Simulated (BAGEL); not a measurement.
# N2H3 (hydrazinyl radical) at 4 levels

We compute a comparison of 4 runs (UHF/STO-3G, UHF/3-21G, UHF/def2-SVP, UHF/6-311G**) of N2H3 (hydrazinyl radical). 

The results are computed with BAGEL 1.2.2.

1 further run of the same task is left out (it didn't finish).

## Step 1: The system as given

N2H3: 5 atoms, total charge 0, spin state doublet. As SMILES, `[NH]N`. The coordinates come from a GFN2-xTB relaxation. This is one conformer, not always the lowest.

Bond lengths: N1–N2 1.335 Å, N1–H3 1.020 Å, N2–H4 1.011 Å, N2–H5 1.017 Å. Angles: N1–N2–H4 112.8°, N1–N2–H5 121.7°, N2–N1–H3 109.8°, H4–N2–H5 116.1°.

## Step 2: The energy at UHF/STO-3G (density fitting with qzvpp-jkfit) (run 1)

hf.json

```json
{ "bagel": [

{
  "title": "molecule",
  "basis": "sto-3g",
  "df_basis": "qzvpp-jkfit",
  "angstrom": "false",
  "geometry": [
    { "atom": "N", "xyz": [ -0.33064538, -1.52213660,  0.84519891 ] },
    { "atom": "N", "xyz": [ -0.23861572,  0.47615429, -0.69141299 ] },
    { "atom": "H", "xyz": [  1.42060161, -1.86922260,  1.57053248 ] },
    { "atom": "H", "xyz": [ -1.97111663,  1.09188375, -1.20696808 ] },
    { "atom": "H", "xyz": [  1.11975722,  1.82330225, -0.51735032 ] }
  ]
},
{ "title": "uhf", "charge": 0, "nopen": 1 },
{ "title": "print", "file": "orbitals.molden", "orbitals": "true" }

]}
```

Launch:

```bash
$ BAGEL_NUM_THREADS=1 BAGEL hf.json > hf.out
```

Standard output:

```text
* using 1 threads per process

  ===============================================================
  ===============================================================

  *** Geometry ***

  { "atom" : "N", "xyz" : [     -0.330645,     -1.522137,      0.845199 ] },
  { "atom" : "N", "xyz" : [     -0.238616,      0.476154,     -0.691413 ] },
  { "atom" : "H", "xyz" : [      1.420602,     -1.869223,      1.570532 ] },
  { "atom" : "H", "xyz" : [     -1.971117,      1.091884,     -1.206968 ] },
  { "atom" : "H", "xyz" : [      1.119757,      1.823302,     -0.517350 ] },

  Number of auxiliary basis functions:      208

  Since a DF basis is specified, we compute 2- and 3-index integrals:
    o Being stored without compression. Storage requirement is 0.000 GB

  Number of basis functions:       13
  Number of electrons      :       17

    * METHOD: MOLECULE                             0.02

  *** Open-shell HF ***

  === Nuclear Repulsion ===
    36.7009277689

      * DIIS with orbital gradients will be used.

  === UHF iteration (sto-3g) ===
      0       -109.09082775          0.04732855           0.00
      1       -109.13005135          0.01989863           0.00
      2       -109.13766289          0.00746632           0.00
      3       -109.14033132          0.00556142           0.00
      4       -109.14245363          0.00095542           0.00
      5       -109.14250077          0.00042997           0.00
      6       -109.14251829          0.00029849           0.00
      7       -109.14252330          0.00007669           0.00
      8       -109.14252401          0.00002939           0.00
      9       -109.14252424          0.00001170           0.00
     10       -109.14252432          0.00000185           0.00
     11       -109.14252433          0.00000075           0.00
     12       -109.14252433          0.00000021           0.00
     13       -109.14252433          0.00000007           0.00
     14       -109.14252433          0.00000004           0.00
     15       -109.14252433          0.00000002           0.00
     16       -109.14252433          0.00000001           0.00
    * SCF iteration converged.

    * S^2 (UHF) is 0.7553

    * Permanent dipole moment:
           (   -0.418378,    -0.720099,    -0.037572) a.u.

    * METHOD: UHF                                  0.04

    * METHOD: PRINT                                0.00

  ===============================================================
```

Run time: 0.38 s. Hardware: 1 thread of Intel Xeon 6975P-C (Granite Rapids), shared host; peak memory 0.08 GiB.

## Step 3: The energy at UHF/3-21G (density fitting with qzvpp-jkfit) (run 2)

hf.json, as its differences from that of step 2:

```diff
@@ -4,5 +4,4 @@
   "title": "molecule",
-  "basis": "sto-3g",
+  "basis": "3-21g",
   "df_basis": "qzvpp-jkfit",
-  "angstrom": "false",
   "geometry": [
@@ -15,4 +14,11 @@
 },
-{ "title": "uhf", "charge": 0, "nopen": 1 },
-{ "title": "print", "file": "orbitals.molden", "orbitals": "true" }
+{
+  "title": "uhf",
+  "nopen": 1
+},
+{
+  "title": "print",
+  "file": "orbitals.molden",
+  "orbitals": true
+}
```

Launch:

```bash
$ BAGEL_NUM_THREADS=1 BAGEL hf.json > hf.out
```

Standard output:

```text
* using 1 threads per process

  ===============================================================
  ===============================================================

  *** Geometry ***

  { "atom" : "N", "xyz" : [     -0.330645,     -1.522137,      0.845199 ] },
  { "atom" : "N", "xyz" : [     -0.238616,      0.476154,     -0.691413 ] },
  { "atom" : "H", "xyz" : [      1.420602,     -1.869223,      1.570532 ] },
  { "atom" : "H", "xyz" : [     -1.971117,      1.091884,     -1.206968 ] },
  { "atom" : "H", "xyz" : [      1.119757,      1.823302,     -0.517350 ] },

  Number of auxiliary basis functions:      208

  Since a DF basis is specified, we compute 2- and 3-index integrals:
    o Being stored without compression. Storage requirement is 0.001 GB

  Number of basis functions:       24
  Number of electrons      :       17

    * METHOD: MOLECULE                             0.03

  *** Open-shell HF ***

  === Nuclear Repulsion ===
    36.7009277689

      * DIIS with orbital gradients will be used.

  === UHF iteration (3-21g) ===
      0       -109.87886984          0.06318440           0.00
      1       -109.93224512          0.02284975           0.00
      2       -109.94096541          0.01034193           0.00
      3       -109.94336253          0.00431110           0.00
      4       -109.94465843          0.00231443           0.00
      5       -109.94528362          0.00104271           0.00
      6       -109.94541507          0.00019296           0.00
      7       -109.94542270          0.00010509           0.00
      8       -109.94542626          0.00005935           0.00
      9       -109.94542746          0.00002316           0.00
     10       -109.94542753          0.00000989           0.00
     11       -109.94542758          0.00000528           0.00
     12       -109.94542759          0.00000333           0.00
     13       -109.94542760          0.00000140           0.00
     14       -109.94542760          0.00000062           0.00
     15       -109.94542760          0.00000019           0.00
     16       -109.94542760          0.00000008           0.00
     17       -109.94542760          0.00000003           0.00
     18       -109.94542760          0.00000002           0.00
     19       -109.94542760          0.00000001           0.00
     20       -109.94542760          0.00000001           0.00
    * SCF iteration converged.

    * S^2 (UHF) is 0.7579

    * Permanent dipole moment:
           (   -0.520890,    -0.862553,    -0.038358) a.u.

    * METHOD: UHF                                  0.09

    * METHOD: PRINT                                0.00

  ===============================================================
```

It took 0.48 s on 1 thread of Intel Xeon 6975P-C (Granite Rapids), shared host; peak memory 0.08 GiB.

Run 3 isn't shown in full; the table further down has it.

## Step 4: A single-point energy at UHF/6-311G(d,p) (density fitting with qzvpp-jkfit) (run 4)

calc.json

```json
{ "bagel": [

{
  "title": "molecule",
  "basis": "6-311gss.json",
  "df_basis": "qzvpp-jkfit",
  "angstrom": "false",
  "geometry": [
    { "atom": "N", "xyz": [ -0.33064538, -1.52213660,  0.84519891 ] },
    { "atom": "N", "xyz": [ -0.23861572,  0.47615429, -0.69141299 ] },
    { "atom": "H", "xyz": [  1.42060161, -1.86922260,  1.57053248 ] },
    { "atom": "H", "xyz": [ -1.97111663,  1.09188375, -1.20696808 ] },
    { "atom": "H", "xyz": [  1.11975722,  1.82330225, -0.51735032 ] }
  ]
},
{
  "title": "uhf",
  "nopen": 1
},
{
  "title": "print",
  "file": "orbitals.molden",
  "orbitals": "true"
}

]}
```

The basis set 6-311G** is read from a file made from the Basis Set Exchange's data (not shown).

Launch:

```bash
$ BAGEL_NUM_THREADS=1 BAGEL calc.json > calc.out
```

Standard output:

```text
* using 1 threads per process

  ===============================================================
  ===============================================================

  *** Geometry ***

  { "atom" : "N", "xyz" : [     -0.330645,     -1.522137,      0.845199 ] },
  { "atom" : "N", "xyz" : [     -0.238616,      0.476154,     -0.691413 ] },
  { "atom" : "H", "xyz" : [      1.420602,     -1.869223,      1.570532 ] },
  { "atom" : "H", "xyz" : [     -1.971117,      1.091884,     -1.206968 ] },
  { "atom" : "H", "xyz" : [      1.119757,      1.823302,     -0.517350 ] },

  Number of auxiliary basis functions:      208

  Since a DF basis is specified, we compute 2- and 3-index integrals:
    o Being stored without compression. Storage requirement is 0.005 GB

  Number of basis functions:       54
  Number of electrons      :       17

    * METHOD: MOLECULE                             0.03

  *** Open-shell HF ***

  === Nuclear Repulsion ===
    36.7009277689

      * DIIS with orbital gradients will be used.

  === UHF iteration (6-311gss.json) ===
      0       -110.52435251          0.04650849           0.01
      1       -110.58944817          0.01995415           0.01
      2       -110.60135759          0.00953091           0.01
      3       -110.60464839          0.00245733           0.01
      4       -110.60596923          0.00122601           0.01
      5       -110.60644168          0.00082739           0.01
      6       -110.60660053          0.00014368           0.01
      7       -110.60661208          0.00007497           0.01
      8       -110.60661728          0.00003438           0.01
      9       -110.60661815          0.00002317           0.01
     10       -110.60661856          0.00001317           0.01
     11       -110.60661864          0.00000591           0.01
     12       -110.60661866          0.00000314           0.01
     13       -110.60661867          0.00000132           0.01
     14       -110.60661868          0.00000058           0.01
     15       -110.60661868          0.00000024           0.01
     16       -110.60661868          0.00000014           0.01
     17       -110.60661868          0.00000007           0.01
     18       -110.60661868          0.00000003           0.01
     19       -110.60661868          0.00000001           0.01
     20       -110.60661868          0.00000001           0.01
    * SCF iteration converged.

    * S^2 (UHF) is 0.7627

    * Permanent dipole moment:
           (   -0.484347,    -0.799456,     0.022820) a.u.

    * METHOD: UHF                                  0.17

    * METHOD: PRINT                                0.00

  ===============================================================
```

Run time: 0.54 s. Hardware: 1 thread of Intel Xeon 6975P-C (Granite Rapids), shared host; peak memory 0.08 GiB.

## Step 5: Overview of the runs

```csv
run,level,energy (Eh),dipole moment (D),⟨S²⟩,wall time
1,UHF/STO-3G (density fitting with qzvpp-jkfit),-109.142524,2.12,0.755,0.38 s
2,UHF/3-21G (density fitting with qzvpp-jkfit),-109.945428,2.56,0.758,0.48 s
3,UHF/def2-SVP (density fitting with qzvpp-jkfit),-110.489930,2.42,0.761,0.58 s
4,UHF/6-311G** (density fitting with qzvpp-jkfit),-110.606619,2.38,0.763,0.54 s
```

## Step 6: What came out

| quantity | value |
| --- | --- |
| run 4: total energy | -110.60662 Eh |
| run 4: dipole moment | 2.38 D |
| run 4: ⟨S²⟩ | 0.763 |

In words: The dipole moment (its size) runs from 2.12 D (UHF/STO-3G) to 2.56 D (UHF/3-21G). In run 1 the basis is minimal, so the values are rough. All runs together took 2 s, the longest 0.58 s.
